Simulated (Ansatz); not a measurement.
Consider the substitution at a C–C bond: `O=CC=O` + `C=CCO` → `C=CCOC=O` + `C=O`.

Isolated molecules relaxed with PBE0-D4/def2-TZVP in Ansatz; ΔE leaves out vibrations. CBS: MP2 limit from def2 TZ/QZ plus the TZ coupled-cluster correction, frozen cores. This one scheme is used for every species. Functionals use def2-TZVPP. Each species was taken in one conformer, which may not be the lowest.

(1) Is it downhill or uphill in electronic energy at CCSD(T)/CBS, and by how much? (Estimate.)

(2) What do these levels give: PBE-D4, r2SCAN-D4, r2SCAN0-D4, CAM-B3LYP-D4, ωB97X-V, BLYP, CAM-B3LYP, RPA@PBE/def2-TZVPP, CCSD/def2-SVP, MP2/def2-TZVPP, CCSD/def2-TZVPP, MP2/def2-QZVPP? (An estimate is asked.)

(3) What do rigid-rotor, harmonic-oscillator terms from PBE0-D4/def2-TZVP frequencies (298.15 K, 1 bar) make of the CCSD(T)/CBS value? (An estimate is asked.)

Largest T1 diagnostic among the species: 0.016.

Answers

(1) Computed: Downhill: ΔE = -47.4 kJ/mol.

(2) The calculation gave: PBE-D4 -54.3, r2SCAN-D4 -58.2, r2SCAN0-D4 -56.2, CAM-B3LYP-D4 -55.3, ωB97X-V -54.4, BLYP -51.6, CAM-B3LYP -54.0, RPA@PBE/def2-TZVPP -49.5, CCSD/def2-SVP -58.5, MP2/def2-TZVPP -51.8, CCSD/def2-TZVPP -48.4, MP2/def2-QZVPP -50.4 kJ/mol.

(3) Ansatz gave: ΔZPE = -0.8 kJ/mol, ΔH = -47.6 kJ/mol, ΔS = -6 J/(mol·K), ΔG = -45.9 kJ/mol. Modes under 50 cm⁻¹ make the entropy rough.

At CCSD(T), def2-SVP lies −12.9 kJ/mol from the extrapolated value and def2-TZVPP −2.3 kJ/mol. Leaving LDA and LC-ωPBE aside and taking each functional with its dispersion term where it has one, the values, not all of them listed here, spread over 6.1 kJ/mol, from r2SCAN-D4 to ωB97M-V. LDA lies −9.5 kJ/mol from PBE without D4.
